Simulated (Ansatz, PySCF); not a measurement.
System: chloroform, CHCl₃ (charge 0, singlet). SMILES: ClC(Cl)Cl
Geometry: optimised at B3LYP-D3(BJ)/def2-TZVP (Ansatz, a program for electronic structure).

Property: atomisation energy (electronic, to ground-state atoms), in eV. Correlated levels leave the core frozen unless marked. Open shells are spin-unrestricted. No spin-orbit coupling. No relativistic terms. FCI takes restricted orbitals. The coupled-cluster limit lacks core correlation, which all-electron functionals hold. Basis-set limits of correlation are two-point, X^-3; Hartree-Fock from the larger set.

```tsv
level	program	atomisation energy (eV)
HF-D4/def2-TZVPD	PySCF + dftd4	…
SVWN5/def2-TZVPD	Ansatz	…
PBE-D3(BJ)/def2-TZVPD	Ansatz + dftd3	15.73
PBE-D4/def2-TZVPD	Ansatz + dftd4	15.73
revPBE/def2-TZVPD	Ansatz	14.76
B97M-V/def2-TZVPD	Ansatz	15.07
B3LYP-D3(BJ)/def2-TZVPD	Ansatz + dftd3	…
r2SCAN0-D4/def2-TZVPD	Ansatz + dftd4	…
HSE06-D3(BJ)/def2-TZVPD	Ansatz + dftd3	15.22
LC-wPBE-D3(BJ)/def2-TZVPD	Ansatz + dftd3	14.86
wB97X/def2-TZVPD	Ansatz	14.86
SCS-MP2/6-31G	Ansatz	10.65
CCSD/6-31G*	Ansatz	13.00
FCI/STO-3G	Ansatz	13.38
CCSD(T)/CBS(cc-pV(T+d)Z,cc-pV(Q+d)Z)	Ansatz	14.93
```

### Question
What belongs in the gaps?

### Answer

- HF-D4/def2-TZVPD, atomisation energy (eV): 10.22
- SVWN5/def2-TZVPD, atomisation energy (eV): 18.17
- B3LYP-D3(BJ)/def2-TZVPD, atomisation energy (eV): 14.70
- r2SCAN0-D4/def2-TZVPD, atomisation energy (eV): 14.68
